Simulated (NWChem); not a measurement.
# BPH6 (SMILES [BH3-][PH3+]): levels of theory compared

We compute a comparison of 4 runs (HF/STO-3G, HF/3-21G, B3LYP/6-31G*) of BPH6. 

The results are computed with NWChem 7.3.0.

1 further run of the same task is left out (set aside as unsound or not needed).

**1. Starting point**

BPH6: 8 atoms, total charge 0, spin state singlet. As SMILES, `[BH3-][PH3+]`. The B1–H5 distance was set to 1.572 Å, away from the relaxed value.

Bond lengths: B1–P2 1.910 Å, B1–H3 1.209 Å, B1–H4 1.209 Å, P2–H6 1.408 Å, P2–H7 1.409 Å, P2–H8 1.408 Å. Angles: B1–P2–H6 118.0°, B1–P2–H7 118.1°, B1–P2–H8 118.0°, P2–B1–H3 103.8°, P2–B1–H4 103.8°, H6–P2–H7 99.7°, H6–P2–H8 99.7°, H7–P2–H8 99.7°, H3–B1–H4 114.5°.

**2. The energy at HF/STO-3G (run 1)**

Contents of run.py:

```python
from ase import Atoms
from ase.calculators.nwchem import NWChem

system = Atoms('BPHHHHHH', positions=[
    [-0.706277, -0.080894, -0.795232],
    [0.283723, -0.489694, 0.786468],
    [-1.843577, 0.035006, -0.401332],
    [-0.517977, -1.038294, -1.509232],
    [-0.055500, 1.254200, -1.309900],
    [0.268623, 0.447606, 1.837568],
    [1.672923, -0.688394, 0.665868],
    [-0.060977, -1.653294, 1.501368],
])

calc = NWChem(
    label='input',
    theory='scf',
    memory='2200 mb',
    basis='STO-3G',
    basispar='spherical bse',
    scf={'nopen': '0', 'rhf': None, 'thresh': '1e-08', 'maxiter': '80', 'print': 'low'},
    task='energy',
)
system.calc = calc

print("Total energy (eV):", round(system.get_potential_energy(), 6))
```

Command:

```bash
export ASE_NWCHEM_COMMAND="nwchem PREFIX.nwi > PREFIX.nwo"
python run.py
```

Log:

```text
Total energy (eV): -9923.530866
```

The calculator wrote input.nwi:

```
title "input"

permanent_dir input

scratch_dir input

start input

geometry units angstrom nocenter noautosym noautoz
  B  -7.0627700000000004e-01 -8.0893999999999994e-02 -7.9523200000000005e-01
  P  2.8372300000000000e-01 -4.8969400000000002e-01 7.8646799999999994e-01
  H  -1.8435770000000000e+00 3.5006000000000002e-02 -4.0133200000000002e-01
  H  -5.1797700000000002e-01 -1.0382940000000001e+00 -1.5092319999999999e+00
  H  -5.5500000000000001e-02 1.2542000000000000e+00 -1.3099000000000001e+00
  H  2.6862300000000000e-01 4.4760600000000000e-01 1.8375680000000001e+00
  H  1.6729229999999999e+00 -6.8839399999999995e-01 6.6586800000000002e-01
  H  -6.0977000000000003e-02 -1.6532940000000000e+00 1.5013680000000000e+00
end

memory 2200 mb

basis spherical bse noprint
   * library STO-3G
end

scf
  nopen 0
  rhf
  thresh 1e-08
  maxiter 80
  print low
end

task scf energy
```

input.nwo:

```text
Northwest Computational Chemistry Package (NWChem) 7.3.0
             --------------------------------------------------------

           Job information
           ---------------

    nwchem branch   = 7.3.0
    use scalapack   = T
    input           = input.nwi
    prefix          = input.
    data base       = input/input.db
    status          = startup
    nproc           =        1

           Memory information
           ------------------

[... 5 lines left out ...]
    hardfail = no
[... 38 lines left out ...]
            Nuclear Dipole moment (a.u.)
[... 65 lines left out ...]
 Forming initial guess at       0.0s

 Starting SCF solution at       0.1s

       Final RHF  results
       ------------------

         Total SCF energy =   -364.683035870482
      One-electron energy =   -620.276255257887
      Two-electron energy =    196.946356200769
 Nuclear repulsion energy =     58.646863186636

        Time for solution =      0.6s

 Task  times  cpu:        0.7s     wall:        0.7s
 Total times  cpu:        0.7s     wall:        0.7s
```

Wall time 1.9 s (1 thread of Intel Xeon Platinum 8259CL at 2.50GHz (Skylake/Cascade Lake), shared host); peak memory 0.098 GiB.

**3. A single-point energy at HF/3-21G (run 2)**

Contents of run.py:

```python
from ase import Atoms
from ase.calculators.nwchem import NWChem

system = Atoms(['B', 'P', 'H', 'H', 'H', 'H', 'H', 'H'], positions=[
    [-0.706277, -0.080894, -0.795232],
    [0.283723, -0.489694, 0.786468],
    [-1.843577, 0.035006, -0.401332],
    [-0.517977, -1.038294, -1.509232],
    [-0.055500, 1.254200, -1.309900],
    [0.268623, 0.447606, 1.837568],
    [1.672923, -0.688394, 0.665868],
    [-0.060977, -1.653294, 1.501368],
])

calc = NWChem(
    label='bh6p',
    theory='scf',
    memory='2200 mb',
    basis='3-21G',
    basispar='spherical bse',
    scf={'nopen': '0', 'rhf': None, 'thresh': '1e-08', 'maxiter': '80'},
    task='energy',
)
system.calc = calc

print("Total energy (eV):", round(system.get_potential_energy(), 6))
print("dipole (e A):", system.get_dipole_moment().round(4))
```

Command:

```bash
export ASE_NWCHEM_COMMAND="nwchem PREFIX.nwi > PREFIX.nwo"
python run.py
```

Log:

```text
Total energy (eV): -9984.258127
dipole (e A): [ 0.4558 -0.324   0.8598]
```

The calculator wrote bh6p.nwi:

```
title "bh6p"

permanent_dir bh6p

scratch_dir bh6p

start bh6p

geometry units angstrom nocenter noautosym noautoz
  B  -7.0627700000000004e-01 -8.0893999999999994e-02 -7.9523200000000005e-01
  P  2.8372300000000000e-01 -4.8969400000000002e-01 7.8646799999999994e-01
  H  -1.8435770000000000e+00 3.5006000000000002e-02 -4.0133200000000002e-01
  H  -5.1797700000000002e-01 -1.0382940000000001e+00 -1.5092319999999999e+00
  H  -5.5500000000000001e-02 1.2542000000000000e+00 -1.3099000000000001e+00
  H  2.6862300000000000e-01 4.4760600000000000e-01 1.8375680000000001e+00
  H  1.6729229999999999e+00 -6.8839399999999995e-01 6.6586800000000002e-01
  H  -6.0977000000000003e-02 -1.6532940000000000e+00 1.5013680000000000e+00
end

memory 2200 mb

basis spherical bse noprint
   * library 3-21G
end

scf
  nopen 0
  rhf
  thresh 1e-08
  maxiter 80
end

task scf energy
```

bh6p.nwo:

```text
Northwest Computational Chemistry Package (NWChem) 7.3.0
             --------------------------------------------------------

           Job information
           ---------------

    nwchem branch   = 7.3.0
    use scalapack   = T
    input           = bh6p.nwi
    prefix          = bh6p.
    data base       = bh6p/bh6p.db
    status          = startup
    nproc           =        1

           Memory information
           ------------------

[... 5 lines left out ...]
    hardfail = no
[... 131 lines left out ...]
         Quadratically convergent ROHF
[... 14 lines left out ...]
       Final RHF  results
[... 4 lines left out ...]
      Two-electron energy =    195.882397862752
[... 32 lines left out ...]
                       ROHF Final Molecular Orbital Analysis
[... 178 lines left out ...]
       Multipole analysis of the density wrt the origin
       ------------------------------------------------

     L   x y z        total         open         nuclear
     -   - - -        -----         ----         -------
     0   0 0 0     -0.000000      0.000000     26.000000

     1   1 0 0      0.861402      0.000000      0.355221
[... 8 lines of this table left out ...]
     2   0 0 2    -18.993127      0.000000     80.951661

 Task  times  cpu:        0.8s     wall:        0.8s
 Total times  cpu:        0.8s     wall:        0.8s
```

Wall time 2.1 s (1 thread of Intel Xeon Platinum 8259CL at 2.50GHz (Skylake/Cascade Lake), shared host); peak memory 0.099 GiB.

Run 3 isn't shown in full; the table further down has it.

**4. A single-point energy at B3LYP/6-31G(d) (Cartesian functions) (run 4)**

Contents of run.py:

```python
from ase import Atoms
from ase.calculators.nwchem import NWChem

atoms = Atoms(['B', 'P', 'H', 'H', 'H', 'H', 'H', 'H'], positions=[
    [-0.706277, -0.080894, -0.795232],
    [0.283723, -0.489694, 0.786468],
    [-1.843577, 0.035006, -0.401332],
    [-0.517977, -1.038294, -1.509232],
    [-0.055500, 1.254200, -1.309900],
    [0.268623, 0.447606, 1.837568],
    [1.672923, -0.688394, 0.665868],
    [-0.060977, -1.653294, 1.501368],
])

calc = NWChem(
    label='m1',
    theory='dft',
    memory='2200 mb',
    basis='6-31G*',
    dft={'xc': 'b3lyp', 'mult': '1', 'grid': 'xfine', 'convergence': 'energy 1e-08', 'iterations': '100', 'mulliken': None},
    task='energy',
)
atoms.calc = calc

print(f"energy = {atoms.get_potential_energy():.6f} eV")
print("dipole (e A):", atoms.get_dipole_moment().round(4))
```

Command:

```bash
export ASE_NWCHEM_COMMAND="nwchem PREFIX.nwi > PREFIX.nwo"
python run.py
```

Log:

```text
energy = -10061.566134 eV
dipole (e A): [ 0.3949 -0.2911  0.755 ]
```

The calculator wrote m1.nwi:

```
title "m1"

permanent_dir m1

scratch_dir m1

start m1

geometry units angstrom nocenter noautosym noautoz
  B  -7.0627700000000004e-01 -8.0893999999999994e-02 -7.9523200000000005e-01
  P  2.8372300000000000e-01 -4.8969400000000002e-01 7.8646799999999994e-01
  H  -1.8435770000000000e+00 3.5006000000000002e-02 -4.0133200000000002e-01
  H  -5.1797700000000002e-01 -1.0382940000000001e+00 -1.5092319999999999e+00
  H  -5.5500000000000001e-02 1.2542000000000000e+00 -1.3099000000000001e+00
  H  2.6862300000000000e-01 4.4760600000000000e-01 1.8375680000000001e+00
  H  1.6729229999999999e+00 -6.8839399999999995e-01 6.6586800000000002e-01
  H  -6.0977000000000003e-02 -1.6532940000000000e+00 1.5013680000000000e+00
end

memory 2200 mb

basis noprint
   * library 6-31G*
end

dft
  xc b3lyp
  mult 1
  grid xfine
  convergence energy 1e-08
  iterations 100
  mulliken
end

task dft energy
```

m1.nwo:

```text
Northwest Computational Chemistry Package (NWChem) 7.3.0
             --------------------------------------------------------

           Job information
           ---------------

    nwchem branch   = 7.3.0
    use scalapack   = T
    input           = m1.nwi
    prefix          = m1.
    data base       = m1/m1.db
    status          = startup
    nproc           =        1

           Memory information
           ------------------

[... 5 lines left out ...]
    hardfail = no
[... 120 lines left out ...]
          Convergence on energy requested:  1.00D-08
[... 26 lines left out ...]
          Convergence Information
[... 30 lines left out ...]
 1-e energy   =    -623.009505
[... 45 lines left out ...]
      One electron energy =     -624.235941581416
[... 8 lines left out ...]
                       DFT Final Molecular Orbital Analysis
[... 360 lines left out ...]
     Multipole analysis of the density
     ---------------------------------

     L   x y z        total         alpha         beta         nuclear
     -   - - -        -----         -----         ----         -------
     0   0 0 0     -0.000000    -13.000000    -13.000000     26.000000

     1   1 0 0      0.746236      0.195507      0.195507      0.355221
[... 8 lines of this table left out ...]
     2   0 0 2    -17.714207    -49.332934    -49.332934     80.951661

 Task  times  cpu:       17.3s     wall:       17.3s
 Total times  cpu:       17.3s     wall:       17.3s
```

Run time: 19 s. Hardware: 1 thread of Intel Xeon Platinum 8259CL at 2.50GHz (Skylake/Cascade Lake), shared host; peak memory 0.13 GiB.

**5. All runs side by side**

```tsv
run	level	iteration cap	module	energy (Eh)	wall time
1	HF/STO-3G	80	scf	-364.683036	1.9 s
2	HF/3-21G	80	scf	-366.914722	2.1 s
3	B3LYP/6-31G* (spherical functions)	100	dft	-369.752784	17 s
4	B3LYP/6-31G* (Cartesian functions)	100	dft	-369.755738	19 s
```

**6. Summary of results**

| quantity | value |
| --- | --- |
| run 4: total energy | -369.75574 Eh |
| run 4: dipole moment | 4.32 D |
| run 4: HOMO energy | -7.31 eV |
| run 4: LUMO energy | 0.42 eV |
| run 4: HOMO–LUMO gap | 7.73 eV |

**Reading.** Over runs 2, 3, 4 the dipole moment (its size) runs from 4.32 D (B3LYP/6-31G*) to 4.93 D (HF/3-21G). The two ends differ in method and basis. In run 1 the basis is minimal, so the values are rough. All runs together took 40 s, the longest 19 s.
